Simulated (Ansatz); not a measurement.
A nudged elastic band was laid between two geometries of C2H2NO (6 atoms, charge 0, multiplicity 2).

Method: UKS PBE0-D4/def2-SVP in Ansatz.

```json
{"movable images": "5", "climbing image": "yes", "spring": "5.0 eV/Å²", "optimiser": "quadratic models (default)", "start path": "IDPP", "force threshold": "0.05 eV/Å", "iteration limit": "60", "end points": "relaxed"}
```

Initial state:

```xyz
6
Properties=species:S:1:pos:R:3
N -0.918 1.026 -0.256
C 0.247 0.463 0.073
C 0.499 -0.873 0.137
O 0.680 -2.019 0.182
H -1.616 0.303 -0.459
H 1.107 1.101 0.323
```

Final state:

```xyz
6
Properties=species:S:1:pos:R:3
N -1.197 0.441 -0.340
C 0.067 0.222 0.021
C 0.580 -1.033 0.159
O 1.066 -2.076 0.292
H -1.341 1.453 -0.375
H 0.825 0.993 0.243
```

Task: What changes between the two ends?

Result: No bond is made or broken. The dihedral H5–N1–C2–C3 goes from 0 to -180°.

Task: Give the energies along the band, and the barrier.

Result: It converged. The highest image is number 3 of 0 to 6, 1.05 eV above the first end and 1.05 eV above the last; the last end lies 0.01 eV below the first. A vibrational analysis at the climbing image gives one clearly imaginary mode, 1336i cm⁻¹: a first-order saddle point.

```
image  path coordinate (Å)  energy (eV)  dihedral H5–N1–C2–C3 (°)
    0                 0.00         0.00                         0
    1                 0.36         0.12                        19
    2                 0.71         0.59                        58
    3                 1.07         1.05                        96
    4                 1.43         0.48                       128
    5                 1.78         0.11                       157
    6                 2.14        -0.01                      -180
```

Task: What is the geometry of the highest image?

Result: 
```xyz
6
Properties=species:S:1:pos:R:3
N -0.870 0.829 -0.730
C 0.164 0.312 0.098
C 0.654 -0.913 0.058
O 1.095 -1.992 0.048
H -1.756 0.738 -0.204
H 0.712 1.026 0.730
```

Task: What are the harmonic wavenumbers there?

Result: 1336i, 226, 449, 500, 664, 996, 1113, 1203, 1431, 2286, 3148, 3375 cm⁻¹.

The band took 8 iterations and about 90 core-seconds.

Run time: 88 s on 1 thread of Intel(R) Xeon(R) Platinum 8488C (Sapphire Rapids), on a shared host, peak memory 0.17 GiB.
